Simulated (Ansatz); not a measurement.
# Scan of [SiH$_{3}$···H···N], quartet

Starting geometry:

```xyz
6

Si   -0.8725    0.0000    0.0000
H    -1.3673    1.3997    0.0000
H    -1.3673   -0.6999    1.2122
H    -1.3673   -0.6999   -1.2122
H     0.6122    0.0000    0.0000
N     2.0005    0.0000    0.0000
```

From there H5 is moved from one fragment to the other while all else, the fragments' distance too, stays fixed; atoms are numbered as listed. Energies are in kJ/mol, counted from the starting geometry at the same level. Kohn–Sham curves are unrestricted where that lies lower.

Basis cc-pVDZ; Ansatz 0.2.0. Only valence electrons are correlated (noble-gas cores frozen). Prefix R: restricted or restricted open-shell reference; prefix U: unrestricted.

Full CI isn't at hand for all of this; UCCSDT(Q) serves as the reference, and is uncertain by about the last step of the cluster series. The frozen core follows each run's orbitals, which can shift R against U totals by a few meV.

| distance Si1-H5 (Å) | UCCSDT(Q) | curve A | curve B | curve C | curve D |
| --- | --- | --- | --- | --- | --- |
| 1.381 | 2.0 | -0.7 | 1.9 | -14.1 | 13.8 |
| 1.485 | 0.0 | 0.0 | 0.0 | 0.0 | 0.0 |
| 1.534 | 3.4 | 4.5 | 3.4 | 13.3 | -1.9 |
| 1.584 | 7.5 | 8.6 | 7.6 | 28.4 | -2.5 |
| 1.634 | 11.1 | 9.9 | 11.3 | 42.4 | -2.4 |
| 1.684 | 13.8 | 8.6 | 14.0 | 51.6 | -1.9 |
| 1.733 | 15.8 | 9.5 | 16.0 | 53.5 | -0.8 |
| 1.783 | 18.6 | 12.8 | 18.7 | 50.9 | 2.3 |
| 1.833 | 24.5 | 18.4 | 24.6 | 49.2 | 9.2 |

Task: The curves come from RCCSDT, RHF, RMP2, r2SCAN. Compare each with UCCSDT(Q) and say which is which.

Result: A: RMP2, B: RCCSDT, C: RHF, D: r2SCAN. Spread of the error against UCCSDT(Q), over the points where both stand: A 7.4, B 0.3, C 53.9, D 28.4 kJ/mol. 

In so small a basis the reference is far from its limit while semilocal and hybrid functionals are nearer theirs, so the functionals' errors here hold much of the reference's basis and frozen-core error, which can add to them or hide them.
